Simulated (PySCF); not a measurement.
**Spin–spin coupling constants**

Bonds (- single, = double, # triple, : aromatic): C1-N2 1.439 Å, N2:C3 1.373 Å, C3:C4 1.376 Å, C4:N5 1.365 Å, N5:C6 1.309 Å, C6:N2 1.362 Å. C1 carries H7, H8, H9; C3 carries H10; C4 carries H11; C6 carries H12.

Indirect spin–spin couplings were computed at B3LYP/pcJ-1 (spin–dipole term only in couplings to heteroatoms) (PySCF 2.14.0 with density-fitted response routines) on a PBE0-D3(BJ)/def2-SVP structure, for the isolated molecule, without vibrational or relativistic corrections. Couplings are averaged over pairs made equivalent by symmetry, fast rotation or ring inversion, so a value needn't be that of the named pair in this geometry, while other rotamers aren't included; one pair stands for each set, and the list holds a selection of those of at least 0.8 Hz over up to four bonds.

Isotopes: ¹³C, ¹H, ¹⁵N.

```
    pair  bonds  J (Hz)
  C1, N2      1   -13.4
  C1, H7      1   143.9
  N2, C3      1   -16.7
  N2, C6      1   -11.8
  C3, C4      1    72.1
 C3, H10      1   195.4
  C4, N5      1     3.3
 C4, H11      1       ?
 C6, H12      1   215.7
  N2, C4      2    -7.1
  N2, N5      2       ?
 N2, H12      2    -9.6
  C3, N5      2     2.0
  C3, C6      2       ?
  C4, C6      2    -2.7
 C4, H10      2     9.8
 N5, H11      2       ?
 N5, H12      2   -13.2
  H7, H8      2   -14.0
  C1, C4      3       ?
 C1, H10      3       ?
 C1, H12      3       ?
 N2, H11      3       ?
  C3, H7      3     3.0
  C6, H7      3     3.5
H10, H12      4     1.4
```

Estimate the withheld couplings, with signs.

## Answers


- ¹J(C4,H11) = 198.2 Hz (bond length 1.090 Å, sp2 carbon)
- ²J(N2,N5) = -1.7 Hz (angle at C6 112°)
- ²J(C3,C6) = 12.1 Hz (angle at N2 106°)
- ²J(N5,H11) = -11.7 Hz (angle at C4 122°)
- ³J(C1,C4) = 3.6 Hz (dihedral angle 179°)
- ³J(C1,H10) = 2.0 Hz (dihedral angle 1°)
- ³J(C1,H12) = 1.6 Hz (dihedral angle 1°)
- ³J(N2,H11) = -3.3 Hz (dihedral angle 180°)
